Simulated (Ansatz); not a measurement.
# CH5FSi: the cost of one run

Program: Ansatz 0.2.0. Level of theory: RKS B3LYP-D4/6-31G*. These are calculated values, not measurements.

**1. The starting structure**

Bond lengths: Si1–C2 1.870 Å, C2–H3 1.110 Å, C2–H4 1.110 Å, C2–H5 1.110 Å, Si1–F6 1.590 Å, Si1–H7 1.459 Å, Si1–H8 1.459 Å. Angles: Si1–C2–H3 109.5°, Si1–C2–H4 109.5°, Si1–C2–H5 109.5°, H3–C2–H4 109.4°, H3–C2–H5 109.4°, H4–C2–H5 109.4°, C2–Si1–F6 109.5°, C2–Si1–H7 109.5°, C2–Si1–H8 109.5°, F6–Si1–H7 109.5°, F6–Si1–H8 109.5°, H7–Si1–H8 109.5°.

As a file:

```xyz
8

Si    0.0000    0.0000    0.0000
C     0.0000    0.0000    1.8700
H    -0.9996   -0.3092    2.2405
H     0.7676   -0.7111    2.2405
H     0.2320    1.0203    2.2405
F     1.4994    0.0000   -0.5295
H    -0.6877    1.1914   -0.4862
H    -0.6877   -1.1914   -0.4862
```

**2. Relaxing the start**

Input file input.yaml:

```yaml
crystal:
  periodic: [false, false, false]
  atoms:
    - { symbol: Si, position_ang: [0.0, 0.0, 0.0] }
    - { symbol: C, position_ang: [0.0, 0.0, 1.87] }
    - { symbol: H, position_ang: [-0.9996, -0.3092, 2.2405] }
    - { symbol: H, position_ang: [0.7676, -0.7111, 2.2405] }
    - { symbol: H, position_ang: [0.232, 1.0203, 2.2405] }
    - { symbol: F, position_ang: [1.4994, 0.0, -0.5295] }
    - { symbol: H, position_ang: [-0.6877, 1.1914, -0.4862] }
    - { symbol: H, position_ang: [-0.6877, -1.1914, -0.4862] }
basis:
  gaussian: { orbitals: "6-31G*" }
hamiltonian:
  xc: b3lyp
  dispersion: d4
relax:
  f_tol: 0.02
  max_steps: 40
```

Command:

```console
ansatz run input.yaml --threads 1 --pin off --max-ram 2048MiB --backend cpu --events-out ev --progress --plain --runs-dir out
```

Q: Estimate wall time and peak memory on 1 thread of Arm Neoverse N1, shared host.

About 24 s, with a peak of 0.13 GiB.
